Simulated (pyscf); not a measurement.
PySCF, gas phase, ωB97X-D3(BJ)/def2-SVP geometries.

Q: `[NH2][NH][SiH3]` -> `[NH]1[NH][SiH2]1` + `[H][H]`
Surface: singlet. Broken: H–N, H–Si. Formed: N–Si, H–H. Give ΔE‡ and ΔE from ωB97M-D3(BJ)/def2-TZVP, relative to the reactant's lowest minimum found.

A: ΔE‡ = 3.11 eV, ΔE = +1.61 eV. Zero-point energy shifts the barrier by -0.19 eV. It is a concerted two-bond exchange, with an imaginary mode of 1193i cm⁻¹. At the saddle there is also a short H–Si contact that neither side keeps. The same reactants have a lower exit, to H₂N–SiH₂–NH₂ (barrier +2.80 eV at ωB97M-D3(BJ)/def2-TZVP, against +3.11 eV here). H₂N–NH–SiH₃ lies 2.49 eV over its isomer H₂N–SiH₂–NH₂ (electronic energy, ωB97M-D3(BJ)/def2-TZVP). cyclic H₄N₂Si (SMILES N1N[SiH2]1) lies 2.73 eV over its isomer H₂N–Si:–NH₂ [singlet] (electronic energy, ωB97M-D3(BJ)/def2-TZVP). One saddle was located; it need not be the lowest between these sides.
